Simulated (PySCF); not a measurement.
Metal–ligand bonds in Ti(OCH3)3–Y. Gas-phase values, no solvent. One relaxed conformer stands for each flexible species; it need not be the lowest. Multiplicities are imposed; where one is given, others were not computed. Strings in code marks are SMILES.

Method: B3LYP-D3(BJ)/def2-TZVP // TPSS-D3(BJ)/def2-SVP in PySCF. All candidates: neutral, multiplicity 2. B3LYP has the VWN-RPA correlation part, as in Gaussian. 

- highest occupied spin orbital = -7.17 eV
- dipole moment = 0.86 D

Question: Identify which member has these values.
(A) `[CH3]`
(B) `[NH2]`
(C) `C[N]C`
(D) `[SH]`

Answer: D, `[SH]`. The others give `[NH2]`: -8.54 eV, 1.95 D; `C[N]C`: -6.89 eV, 1.73 D; `[CH3]`: -6.45 eV, 0.00 D
